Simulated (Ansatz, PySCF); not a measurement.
Species: CH6Si (charge 0, singlet). SMILES: C[SiH3]
Geometry: optimised at B3LYP-D3(BJ)/def2-TZVP (Ansatz, a program for electronic structure).

Property: vertical triplet-singlet gap, E(triplet) - E(singlet), in eV. Set-up: no spin-orbit coupling; UHF or UKS for open shells; valence correlation only; non-relativistic; 6-311+G** with 5d, 6d on Na to Ar in Ansatz; each state is the SCF solution reached for its charge and spin; dispersion terms only where a functional's name holds one; six Cartesian d functions in 6-31G* and its kin unless marked 5d. Ab initio and DFT rows: single points at B3LYP-D3(BJ) geometries (Ansatz). Levels can end on unlike triplets.

| level | program | vertical triplet-singlet gap, E(triplet) - E(singlet) (eV) |
|---|---|---|
| PBE/6-31G* | Ansatz | 8.01 |
| PBE/6-311+G** | Ansatz | 7.43 |
| B3LYP/3-21G | Ansatz | 8.76 |
| B3LYP/6-31G* | Ansatz | 8.33 |
| B3LYP/6-311+G** | Ansatz | 7.76 |
| M06-2X/6-31G* (5d) | PySCF | 8.57 |
| MP2/6-31G* | Ansatz | 8.86 |
| PBE/def2-TZVPD | Ansatz | 7.42 |
| M06-2X/def2-TZVPD | PySCF | 8.07 |
| wB97X-V/def2-TZVPD | Ansatz | 8.27 |

No value to compare with is used here. The 7 habitual levels span 7.43 (PBE/6-311+G**) to 8.86 eV (MP2/6-31G*); PBE/def2-TZVPD gives 7.42.

The levels are drawn from those run, B3LYP/6-31G* more often than the rest, none by its result; runs whose electronic state is in doubt are left out.
